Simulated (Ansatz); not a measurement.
The cluster Al3H, relaxed as a singlet with RKS PBE-D4/def2-TZVP in Ansatz, starting from the GFN1-xTB geometry. Force threshold 0.02 eV/Å.

The restricted singlet is unstable: a solution with broken spin symmetry lies lower. The structure comes from a short search, and lower isomers may exist.

Start:

```
atom   x (Å)   y (Å)   z (Å)
 Al1   0.320  -1.013   1.419
 Al2   1.831  -1.106  -0.510
 Al3  -0.252   0.519  -0.604
  H4  -1.899   1.600  -0.306
```

(1) Estimate the energy that the relaxation releases and the steps that it takes.

(2) Does the start keep its bonding and symmetry?

(3) Predict the relaxed structure.

## Answers

(1) 70.4 kJ/mol, in 5 steps; 2.5 s on 4 threads of Intel Xeon 6975P-C on a shared host. No frequencies were taken in this run, so the end may be a saddle point.

(2) Bonds formed: Al3–H4 (atoms count from 1). Point group Cs at the start, C2v at the end, both within 0.05 Å.

(3) 
Cartesian coordinates in Å:
```
Al 0.467 -1.163 1.490
Al 1.621 -0.895 -0.605
Al -0.494 0.487 -0.210
H -1.593 1.571 -0.675
```
Bond lengths (bridged metal pairs left out): 3 × Al–Al 2.41 to 2.56 Å; 1 × Al–H 1.61 Å.
